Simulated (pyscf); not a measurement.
# Addition across a multiple bond or ene-type step: O=Ta(=O)–Cl (SMILES [O]=[Ta](=[O])[Cl]) + NH₃ (SMILES N) -> H₂N–Ta(=O)(OH)–Cl (SMILES [NH2][Ta](=[O])([OH])[Cl])

Gas phase, singlet surface, charge 0. Bonds broken: N5–H6. Bonds formed: O1–H6, Ta2–N5. Optimised with ωB97X-D3(BJ)/def2-SVP in PySCF.

Transition state (Å):

```xyz
8

O     -0.4516     0.7456     1.2368
Ta    -1.5564    -0.3219     0.2615
O     -1.3897    -1.9563     0.7729
Cl    -3.7620     0.3858    -0.0532
N     -0.0405     0.1802    -1.1386
H      0.1277     0.7159     0.0991
H      0.6594    -0.4952    -1.4413
H     -0.1879     0.8732    -1.8717
```

One imaginary mode, 1744i cm⁻¹; descent along it reached the two sides named, in the forms told below.

| bond | change | reactant side (Å) | saddle | product side |
|---|---|---|---|---|
| N5–H6 | breaks | 1.025 | 1.359 | 3.9 |
| O1–H6 | forms | 3.2 | 1.277 | 0.961 |
| Ta2–N5 | forms | 2.243 | 2.124 | 1.966 |

Electronic energies relative to the separated reactants (eV):

```tsv
level	barrier	reaction energy	reverse barrier
ωB97X-D3(BJ)/def2-TZVP	-1.37	-3.44	2.07
PBE/def2-TZVP	-1.17	-2.96	1.79
r²SCAN/def2-TZVP	-1.27	-3.20	1.92
B3LYP-D3(BJ)/def2-TZVP	-1.19	-3.22	2.04
PBE0-D3(BJ)/def2-TZVP	-1.30	-3.26	1.96
M06-2X/def2-TZVP	-1.34	-3.44	2.10
ωB97M-D3(BJ)/def2-TZVP	-1.22	-3.28	2.06
HF/def2-TZVP	-0.95	-3.58	2.63
```

With ωB97M-D3(BJ)/def2-TZVP energies and thermal terms (ideal gas, 1 atm, RRHO with modes under 100 cm⁻¹ raised to 100, one conformer, R ln 2 for chiral ones without a mode under 150 cm⁻¹), in eV:

```json
[
 {"T (K)": "298", "ΔH‡": "-1.30", "ΔG‡": "-0.82", "ΔH": "-3.26", "ΔG": "-2.81"},
 {"T (K)": "600", "ΔH‡": "-1.28", "ΔG‡": "-0.34", "ΔH": "-3.20", "ΔG": "-2.38"},
 {"T (K)": "900", "ΔH‡": "-1.24", "ΔG‡": "0.12", "ΔH": "-3.14", "ΔG": "-1.98"},
 {"T (K)": "1200", "ΔH‡": "-1.21", "ΔG‡": "0.57", "ΔH": "-3.08", "ΔG": "-1.61"}
]
```

On the reactant side the descent ends in an adduct with a N–Ta contact, 2.53 eV under the separated species and 1.16 eV under the saddle at ωB97X-D3(BJ)/def2-TZVP. At ωB97X-D3(BJ)/def2-TZVP, PBE, r²SCAN, B3LYP-D3(BJ), PBE0-D3(BJ), M06-2X, ωB97M-D3(BJ)/def2-TZVP, HF the saddle lies under the separated reactants, which points to a path from their complex (located at ωB97X-D3(BJ) alone). What is counted as formed (N–Ta) is already present as a longer contact in the reactant adduct; forming that adduct is a step of its own. At the saddle there is also a short H–Ta contact that neither side keeps. This is the saddle that the search found; another between the same sides may lie lower. Elements past Kr carry the def2 core potentials, without spin-orbit coupling.
